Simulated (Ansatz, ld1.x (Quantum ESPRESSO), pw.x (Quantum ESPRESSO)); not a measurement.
**Equation-of-state test of one TM potential (technetium (Tc))**

ld1.x (Quantum ESPRESSO) 7.5 input, shortened:

```
&input
   title='Tc', zed=43., rel=1, dft='PBESOL', iswitch=3,
   config='[Kr] 4d5 5s1.75 5p0'
 /
 &inputp
   pseudotype=2, tm=.true., lloc=-2, rcloc=3.10,
   nlcc=.true., rcore=1.04
 /
3
5S  1  0   1.75   0.00  2.15  2.15  0.0
5P  2  1   0.00   0.00  3.55  3.55  0.0
4D  3  2   5.00   0.00  1.20  1.20  0.0
 &test
   configts(1)='4d5 5s1.75 5p0'
 /
```

Crystal test: fcc Tc in pw.x 7.5, no spin, 15³ k-points, Fermi–Dirac smearing 0.01 Ry, cutoffs 110/440 Ry. The reference is all-electron LAPW (Ansatz 0.2.0) with the same functional, mesh and smearing; V0 and B0 come from Birch–Murnaghan fits to the pressures at five volumes. Errors are pseudo minus all-electron; Δ is the rms difference of the E(V) curves that follow from these fits, minima aligned, over ±6 % about the mean V0. Mesh and smearing are coarse, so the numbers serve the comparison and aren't converged zero-temperature values; the lattice is a test structure that the element need not adopt.

| V (Å³/atom) | P all-electron (GPa) | P pseudo (GPa) |
| --- | --- | --- |
| 13.392 | 18.14 | 48.32 |
| 13.745 | 8.27 | 35.52 |
| 14.097 | -0.35 | 24.32 |
| 14.449 | -7.86 | 14.51 |
| 14.802 | -14.40 | 5.92 |

All-electron: a0 = 3.833 Å (V0 = 14.08 Å³/atom), B0 = 322.9 GPa.

Pseudopotential: mean pressure error (GPa): +24.96. The pressure does not cross zero within the volumes sampled, so no fit is given. The largest radius (3.55 bohr) exceeds half the bond length (2.56 bohr), so the spheres overlap, which is one possible source of error among others. This is a poor potential for the solid. Atomic configuration tests: 1 of 7 tests not solved or not reliable.

Problem. At the middle volume, how do free energy and pressure move when the wave cutoff is lowered (ecutrho kept at four times it)?

Solution.

| cutoff (Ry) | shift of F (meV/atom) | shift of P (GPa) |
| --- | --- | --- |
| 50 | +402.9 | -14.60 |
| 66 | +93.3 | -3.77 |
| 88 | +11.8 | -0.81 |

Input at the middle volume:

```
&control
  calculation='scf', prefix='x', pseudo_dir='./', outdir='./tmp', tstress=.true., disk_io='none'
/
&system
  ibrav=0, nat=1, ntyp=1, ecutwfc=110, ecutrho=440, nbnd=11,
  occupations='smearing', smearing='fd', degauss=0.01
/
&electrons
  conv_thr=1e-09, mixing_beta=0.4, electron_maxstep=70
/
ATOMIC_SPECIES
Tc 1.0 Tc.UPF
CELL_PARAMETERS angstrom
  0.00000000 1.91733898 1.91733898
  1.91733898 0.00000000 1.91733898
  1.91733898 1.91733898 0.00000000
ATOMIC_POSITIONS crystal
Tc 0.0000 0.0000 0.0000
K_POINTS automatic
15 15 15 0 0 0
```

```bash
pw.x < Tc.scf.in > Tc.scf.out
```

Lines of the output:

```
Message from routine setup:
     using ibrav=0 with symmetry is DISCOURAGED, use correct ibrav instead
     lattice parameter (alat)  =       5.1240  a.u.
     unit-cell volume          =      95.1313 (a.u.)^3
     number of electrons       =         7.00
     number of Kohn-Sham states=           11
     kinetic-energy cutoff     =     110.0000  Ry
     charge density cutoff     =     440.0000  Ry
     scf convergence threshold =      1.0E-09
     Exchange-correlation= PBESOL
     number of k points=   120  Fermi-Dirac smearing, width (Ry)=  0.0100
     iteration #  1     ecut=   110.00 Ry     beta= 0.40
     total energy              =     -38.78662916 Ry
     estimated scf accuracy    <       0.05841161 Ry
     iteration #  2     ecut=   110.00 Ry     beta= 0.40
     total energy              =     -38.79041157 Ry
     estimated scf accuracy    <       0.00420293 Ry
     iteration #  3     ecut=   110.00 Ry     beta= 0.40
     total energy              =     -38.79116070 Ry
     estimated scf accuracy    <       0.00009431 Ry
     iteration #  4     ecut=   110.00 Ry     beta= 0.40
     total energy              =     -38.79116479 Ry
     estimated scf accuracy    <       0.00000322 Ry
     iteration #  5     ecut=   110.00 Ry     beta= 0.40
     total energy              =     -38.79116562 Ry
     estimated scf accuracy    <       0.00000052 Ry
     iteration #  6     ecut=   110.00 Ry     beta= 0.40
     the Fermi energy is    16.0364 ev
!    total energy              =     -38.79116573 Ry
     estimated scf accuracy    <          2.2E-10 Ry
     smearing contrib. (-TS)   =      -0.00438063 Ry
     The total energy is F=E-TS. E is the sum of the following terms:
     one-electron contribution =      13.87916137 Ry
     hartree contribution      =       0.95745319 Ry
     xc contribution           =     -22.62105137 Ry
     ewald contribution        =     -31.00234829 Ry
     convergence has been achieved in   6 iterations
          total   stress  (Ry/bohr**3)                   (kbar)     P=      243.19
     Message from routine punch:
     Nothing written, as per user request (disk_io='none')
```

The run at the middle volume (120 k-points, 6 iterations) took about 26 s on one core of a shared host (Neoverse-V1, 32 threads, 247 GiB, load 24).
